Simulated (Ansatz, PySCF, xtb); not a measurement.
Homolysis of single bonds, series HO-X. Gas-phase values, no solvent. One relaxed conformer stands for each flexible species; it need not be the lowest. Strings in code marks are SMILES.

Quantity: homolytic bond dissociation enthalpy at 298 K (no spin–orbit term), in kcal/mol. Thermal and zero-point terms are GFN2-xTB rigid-rotor harmonic values (xtb).

Level 1: frozen-core MP2/cc-pVTZ // B3LYP-D3(BJ)/def2-TZVP (Ansatz, a program for electronic structure)
Level 2: PBE/6-31G* // B3LYP-D3(BJ)/def2-TZVP (PySCF)
Level 3: SVWN5/6-31G* // B3LYP-D3(BJ)/def2-TZVP (PySCF)
Level 4: HF/STO-3G // B3LYP-D3(BJ)/def2-TZVP (PySCF)

| species | level 2 | level 3 | level 4 |
|---|---|---|---|
| C–O bond of `CO`, giving `[CH3]` and `[OH]` | 97.4 | 120.2 | 61.5 |
| C–O bond of `CCO` (C–C–O–H torsion 59°), giving `[CH2]C` and `[OH]` | 97.7 | 120.4 | 60.8 |
| Si–O bond of `C[Si](C)(C)O` (C–Si–O–H torsion 60°), giving `C[Si](C)C` and `[OH]` | 124.4 | 145.4 | 82.5 |
| C–C bond of `CCO` (C–C–O–H torsion 59°), giving `[CH2]O` and `[CH3]` | 88.2 | 105.3 | 82.0 |
| C–Si bond of `C[Si](C)(C)O` (C–Si–O–H torsion 60°), giving `C[Si](C)O` (C–Si–O–H torsion 177°) and `[CH3]` | 88.9 | 104.8 | 95.0 |

**Question.** What does level 1 give for each?

**Answer.** 
- C–O bond of `CO`, giving `[CH3]` and `[OH]`: 96.5
- C–O bond of `CCO` (C–C–O–H torsion 59°), giving `[CH2]C` and `[OH]`: 99.2
- Si–O bond of `C[Si](C)(C)O` (C–Si–O–H torsion 60°), giving `C[Si](C)C` and `[OH]`: 134.6
- C–C bond of `CCO` (C–C–O–H torsion 59°), giving `[CH2]O` and `[CH3]`: 89.6
- C–Si bond of `C[Si](C)(C)O` (C–Si–O–H torsion 60°), giving `C[Si](C)O` (C–Si–O–H torsion 177°) and `[CH3]`: 93.8
